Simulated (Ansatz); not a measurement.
## SrFe$_{2}$As$_{2}$: experiment and calculation

**The experiment to reproduce.**

“Evidence for Coexistence of Superconductivity and Magnetism in Single Crystals of Co-doped SrFe2As2”, 2008, arxiv:0812.2091 reports, for a powder of SrFe2As2: lattice constant a 3.928 ± 0.003 Å; lattice constant c 12.392 ± 0.009 Å.

How close the calculation comes is told below.

Method: DFT r2SCAN, scalar-relativistic, plane waves, PAW in Ansatz 0.2.0.

Settings: cutoff 500 eV, Γ-centred mesh 10×10×10 on the computed 5-atom cell, Gaussian smearing of 0.10 eV; collinear spin from starting moments 0 3.28 3.28 0 0 μB.

Relaxed structure, symmetry kept:

Space group I4/mmm (No. 139). a = 3.887 Å, b = 3.887 Å, c = 12.957 Å, α = 90.00°, β = 90.00°, γ = 90.00°
| atom | site | symmetry | x | y | z |
| --- | --- | --- | --- | --- | --- |
| Sr | 2a | 4/mmm | 0.0000 | 0.0000 | 0.0000 |
| Fe | 4d | -4m2 | 0.0000 | 0.5000 | 0.2500 |
| As | 4e | 4mm | 0.0000 | 0.0000 | 0.3671 |

- Space group: I4/mmm (No. 139)
- Volume per atom: 19.58 Å³
- Formation energy from the elements' standard states (uncorrected): -0.552 eV/atom
- Generalised Kohn–Sham band gap: none (metal)
- Density of states at the Fermi level: 2.46 states/eV per cell
- Löwdin character within 0.5 eV of the Fermi level: Fe 3d 61 %, As 4p 28 %, unprojected 8 %
- Bader charges (e): Sr (1 in the cell) 1.42, Fe (2 in the cell) 0.50, As (2 in the cell) -1.21
- Total moment: 6.14 μB per cell
- Site moments (μB; atoms counted from 1 over the whole cell): Fe (atom 2) 2.98, Fe (atom 3) 2.98

The state reached may not be the lowest one. Only parallel moments were tried here.

Only this magnetic start was tried.

A measured lattice constant a of SrFe2As2 is 3.928 Å (powder; the paper above); the calculated 3.887 Å misses it by -1.0 %. 2 values of this kind are on record (3.9259 to 3.928 Å); this one was drawn at random, those with a stated uncertainty first. Against the measured lattice constant c of SrFe2As2, 12.392 Å (powder; the paper above), the calculated 12.957 Å is off by +4.6 %. 2 values of this kind are on record (12.375 to 12.392 Å); this one was drawn at random, those with a stated uncertainty first. The calculation is for 0 K without zero-point motion.

Cost: 1 run of about 3.2 core-minutes, on Intel Xeon 6975P-C (Granite Rapids) (shared hosts).